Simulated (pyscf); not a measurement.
ethyl (•H₂C–CH₃) + methyl (CH₃•) → ethane (H₃C–CH₃) + methylene (CH₂) [triplet] (substitution at C; triplet surface; C–C broken, C–C formed). Optimised with ωB97X-D3(BJ)/def2-SVP in PySCF. MP2 and CC: frozen core, UHF for open shells. ΔMP2 is the change of the MP2 total energy from the triple- to the quadruple-zeta basis. Energies in kcal/mol from the separated reactants.

| level | barrier | reaction energy |
|---|---|---|
| r²SCAN/def2-TZVP | 49.6 | +11.5 |
| B3LYP-D3(BJ)/def2-TZVP | … | +11.2 |
| PBE0-D3(BJ)/def2-TZVP | 50.1 | +9.8 |
| ωB97M-D3(BJ)/def2-TZVP | 52.9 | +8.3 |
| MP2/def2-QZVPP | 55.3 | +6.2 |
| CCSD(T)/def2-TZVPP | 52.1 | +7.2 |
| CCSD(T)/def2-TZVPP + ΔMP2(QZVPP) | … | … |

Fill in the missing entries.


- B3LYP-D3(BJ)/def2-TZVP, barrier: 50.9
- CCSD(T)/def2-TZVPP + ΔMP2(QZVPP), barrier: 52.2
- CCSD(T)/def2-TZVPP + ΔMP2(QZVPP), reaction energy: +7.7

•H₂C–CH₃ + CH₃• also meet on a surface of lower spin, which isn't treated here. Another saddle between the same species, by other bonds, lies lower (17.7 kcal/mol against 52.9 kcal/mol at ωB97M-D3(BJ)). The angle at the attacked C is 180°. The CCSD(T) − MP2 part came from Ansatz, without density fitting, on the same reference. A UHF reference is spin-contaminated (<S²> up to 2.13), which harms MP2 most.
